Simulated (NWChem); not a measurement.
# One shape, several levels: doublet [SF4]+

Wanted: a comparison of 3 runs (U-wB97X/6-311+G**, UB2PLYP/6-311+G**, UCAM-B3LYP/6-311+G**) of doublet [SF4]+. 

Program for the calculation: NWChem 7.3.0.

### 1 The system as given

The species is [SF4]+ (5 atoms), meant as a doublet with charge +1. SMILES of the parent species: `FS(F)(F)F`. The shape is that of a PBE0-D4/def2-TZVP optimisation. That shape belongs to the parent species and isn't relaxed for this state.

Bond lengths: F1–S2 1.553 Å, S2–F3 1.649 Å, S2–F4 1.649 Å, S2–F5 1.553 Å. Angles: F1–S2–F3 87.6°, F1–S2–F4 87.6°, F1–S2–F5 101.3°, F3–S2–F4 172.5°, F3–S2–F5 87.6°, F4–S2–F5 87.6°.

### 2 The energy at U-wB97X/6-311+G(d,p) (run 1)

run.py

```python
from ase import Atoms
from ase.calculators.nwchem import NWChem

atoms = Atoms('FSFFF', positions=[
    [-0.561200, -0.228000, 1.172800],
    [0.064000, -0.357400, -0.243000],
    [1.536700, -0.462000, 0.491400],
    [-1.440100, -0.077300, -0.858200],
    [0.400600, 1.124600, -0.563100],
])

calc = NWChem(
    label='sp',
    theory='dft',
    memory='2200 mb',
    basis='6-311+G**',
    basispar='spherical bse',
    charge=1,
    dft={'xc': 'wb97x', 'mult': '2', 'grid': 'fine', 'convergence': 'energy 1e-08', 'iterations': '100', 'mulliken': None},
    task='energy',
)
atoms.calc = calc

print(f"energy = {atoms.get_potential_energy():.6f} eV")
```

Run with:

```console
$ export ASE_NWCHEM_COMMAND="nwchem PREFIX.nwi > PREFIX.nwo"
$ python run.py
```

The log of the run:

```text
energy = -21688.214438 eV
```

The calculator wrote sp.nwi:

```
title "sp"

permanent_dir sp

scratch_dir sp

start sp

geometry units angstrom nocenter noautosym noautoz
  F  -5.6120000000000003e-01 -2.2800000000000001e-01 1.1728000000000001e+00
  S  6.4000000000000001e-02 -3.5740000000000000e-01 -2.4299999999999999e-01
  F  1.5367000000000000e+00 -4.6200000000000002e-01 4.9140000000000000e-01
  F  -1.4400999999999999e+00 -7.7299999999999994e-02 -8.5819999999999996e-01
  F  4.0060000000000001e-01 1.1246000000000000e+00 -5.6310000000000004e-01
end

charge 1

memory 2200 mb

basis spherical bse noprint
   * library 6-311+G**
end

dft
  xc wb97x
  mult 2
  grid fine
  convergence energy 1e-08
  iterations 100
  mulliken
end

task dft energy
```

sp.nwo:

```text
Northwest Computational Chemistry Package (NWChem) 7.3.0
             --------------------------------------------------------

           Job information
           ---------------

    nwchem branch   = 7.3.0
    use scalapack   = T
    input           = sp.nwi
    prefix          = sp.
    data base       = sp/sp.db
    status          = startup
    nproc           =        1

           Memory information
           ------------------

    heap     =     72089600 doubles =      550.0 Mbytes
    stack    =     72089597 doubles =      550.0 Mbytes
    global   =    144179200 doubles =     1100.0 Mbytes (distinct from heap & stack)
    total    =    288358397 doubles =     2200.0 Mbytes
    verify   = yes
    hardfail = no

[... 97 lines left out ...]
  convergence criterion.
[... 18 lines left out ...]
          Convergence on gradient requested:  5.00D-04
[... 30 lines left out ...]
          Convergence aids based upon iterative change in
[... 30 lines left out ...]
 1-e energy   =   -1669.516096
[... 53 lines left out ...]
         Total DFT energy =     -797.027186279757
[... 2 lines left out ...]
    Exchange-Corr. energy =      -67.085996449999
[... 844 lines left out ...]
                     DFT Final Beta Molecular Orbital Analysis
[... 941 lines left out ...]
 center of mass
 --------------
 x =   0.01453302 y =  -0.08119111 z =  -0.05521333

 moments of inertia (a.u.)
 ------------------
         305.683239791803           3.852424579327         -73.433520931853
           3.852424579327         521.206040033316          62.574831653381
         -73.433520931853          62.574831653381         451.703198569716

     Multipole analysis of the density
     ---------------------------------

     L   x y z        total         alpha         beta         nuclear
     -   - - -        -----         -----         ----         -------
     0   0 0 0      1.000000    -26.000000    -25.000000     52.000000

     1   1 0 0      0.147691     -0.424031     -0.274875      0.846597
[... 8 lines of this table left out ...]
     2   0 0 2    -20.635513    -55.994824    -53.844047     89.203358

 Task  times  cpu:       89.4s     wall:       89.4s
 Total times  cpu:       89.4s     wall:       89.4s
```

Run time: 90 s. Hardware: 1 thread of Intel Xeon 6975P-C (Granite Rapids), shared host; peak memory 0.11 GiB.

### 3 A single-point energy at UB2PLYP/6-311+G(d,p) (run 2)

mymol.nw

```
start mymol
memory 2200 mb
charge 1

geometry noautosym nocenter noautoz
 F    -0.561200   -0.228000    1.172800
 S     0.064000   -0.357400   -0.243000
 F     1.536700   -0.462000    0.491400
 F    -1.440100   -0.077300   -0.858200
 F     0.400600    1.124600   -0.563100
end

basis spherical bse
 * library 6-311+G**
end

dft
 xc hfexch 0.53 becke88 0.47 lyp 0.73 mp2 0.27
 dftmp2 semidirect
 mult 2
 grid fine
 convergence energy 1e-08
 iterations 100
 mulliken
end

mp2
 freeze core 9
end

task dft
```

Run with:

```console
$ nwchem mymol.nw > mymol.out
```

The log of the run:

```text
[...]
          Wavefunction type:  spin polarized.
          No. of atoms     :     5
          No. of electrons :    51
[...]
          Charge           :     1
          Spin multiplicity:     2
[...]
          AO basis - number of functions:   118
[...]
              XC Information
              --------------
                     Hartree-Fock (Exact) Exchange  0.530
                    Becke 1988 Exchange Functional  0.470
              Lee-Yang-Parr Correlation Functional  0.730
[...]
 d= 0,ls=0.0,diis     1   -796.0994610132 -1.09D+03  8.91D-03  7.58D-01     2.2
[...]
 d= 0,ls=0.0,diis    13   -796.3967437938 -5.83D-09  1.64D-07  1.15D-10    23.6
[...]
         Total DFT energy =     -796.396743793847
      One electron energy =    -1683.573794912870
           Coulomb energy =      654.958904794991
    Exchange-Corr. energy =      -66.500914253421
 Nuclear repulsion energy =      298.719060577453
[...]
      Total Density - Mulliken Population Analysis
     ---------------------------------------------
    Atom       Charge   Shell Charges
 -----------   ------   -------------------------------------------------------
    1 F    9     9.09   1.08  0.92  1.15  1.11  2.36  0.91  1.66 -0.09 -0.01  0.01
    2 S   16    14.89   0.78  1.19  0.94  1.04  1.19  0.57  1.84  4.04  0.86  1.68  0.26  0.03  0.02  0.44
    3 F    9     8.96   1.08  0.92  1.14  1.12  2.31  0.93  1.67 -0.19 -0.03  0.01
    4 F    9     8.96   1.08  0.92  1.14  1.12  2.31  0.93  1.67 -0.19 -0.03  0.01
    5 F    9     9.09   1.08  0.92  1.15  1.11  2.36  0.91  1.66 -0.09 -0.01  0.01
[...]
      <S2> =      0.7805 (Exact =     0.7500)
[...]
  Basis functions       =    118
[...]
```

Run time: 30 s. Hardware: 1 thread of Intel Xeon 6975P-C (Granite Rapids), shared host; peak memory 0.5 GiB.

### 4 A single-point energy at UCAM-B3LYP/6-311+G(d,p) (run 3)

nw.nw

```
start nw
memory total 2200 mb
charge 1
geometry units angstroms noautosym nocenter noautoz
 F     -0.561200    -0.228000     1.172800
 S      0.064000    -0.357400    -0.243000
 F      1.536700    -0.462000     0.491400
 F     -1.440100    -0.077300    -0.858200
 F      0.400600     1.124600    -0.563100
end
basis "ao basis" spherical bse
 F library 6-311+G**
 S library 6-311+G**
end
dft
 xc xcamb88 1.00 lyp 0.81 vwn_5 0.19 hfexch 1.00
 cam 0.33 cam_alpha 0.19 cam_beta 0.46
 mult 2
 grid fine
 convergence energy 1e-08
 direct
 maxiter 100
 mulliken
 print medium
end
task dft energy
```

Run with:

```console
$ nwchem nw.nw > nw.out
```

The log of the run:

```text
[...]
          Wavefunction type:  spin polarized.
          No. of atoms     :     5
          No. of electrons :    51
[...]
          Charge           :     1
          Spin multiplicity:     2
[...]
          AO basis - number of functions:   118
[...]
              XC Information
              --------------
                     Hartree-Fock (Exact) Exchange  1.000
                   CAM-Becke88 Exchange Functional  1.000
                      VWN V Correlation Functional  0.190 local
              Lee-Yang-Parr Correlation Functional  0.810
[...]
 d= 0,ls=0.0,diis     1   -796.7136121922 -1.10D+03  9.64D-03  9.09D-01     6.0
[...]
 d= 0,ls=0.0,diis    14   -797.0456175471 -1.59D-09  7.33D-08  2.42D-10    81.2
[...]
         Total DFT energy =     -797.045617547078
      One electron energy =    -1683.702073810787
           Coulomb energy =      655.036621123985
    Exchange-Corr. energy =      -67.099225437729
 Nuclear repulsion energy =      298.719060577453
[...]
      Total Density - Mulliken Population Analysis
     ---------------------------------------------
    Atom       Charge   Shell Charges
 -----------   ------   -------------------------------------------------------
    1 F    9     9.07   1.08  0.92  1.17  1.11  2.32  0.90  1.63 -0.07  0.00  0.01
    2 S   16    14.93   0.78  1.19  0.93  1.05  1.20  0.56  1.85  4.02  0.90  1.69  0.25  0.03  0.02  0.46
    3 F    9     8.97   1.08  0.92  1.16  1.11  2.28  0.92  1.66 -0.16 -0.01  0.00
    4 F    9     8.97   1.08  0.92  1.16  1.11  2.28  0.92  1.66 -0.16 -0.01  0.00
    5 F    9     9.07   1.08  0.92  1.17  1.11  2.32  0.90  1.63 -0.07  0.00  0.01
[...]
      <S2> =      0.7627 (Exact =     0.7500)
[...]
```

Wall time 82 s (1 thread of Intel Xeon 6975P-C (Granite Rapids), shared host); peak memory 0.11 GiB.

### 5 The series

| run | level | frozen core orbitals | energy (Eh) | HOMO energy (eV) | LUMO energy (eV) | ⟨S²⟩ | wall time |
| --- | --- | --- | --- | --- | --- | --- | --- |
| 1 | U-wB97X/6-311+G** | – | -797.027186 | -22.06 | -13.43 | 0.763 | 90 s |
| 2 | UB2PLYP/6-311+G** | 9 | -796.720395 | -21.54 | -13.97 | 0.780 | 30 s |
| 3 | UCAM-B3LYP/6-311+G** | – | -797.045618 | -21.15 | -14.53 | 0.763 | 82 s |

### 6 Results

| quantity | value |
| --- | --- |
| run 3: total energy | -797.04562 Eh |
| run 3: HOMO energy (highest over α and β) | -21.15 eV |
| run 3: LUMO energy (lowest over α and β) | -14.53 eV |
| run 3: ⟨S²⟩ | 0.763 |

What this shows: Totals of different functionals can't be ranked against each other. All runs together took 3.4 min, the longest 90 s.
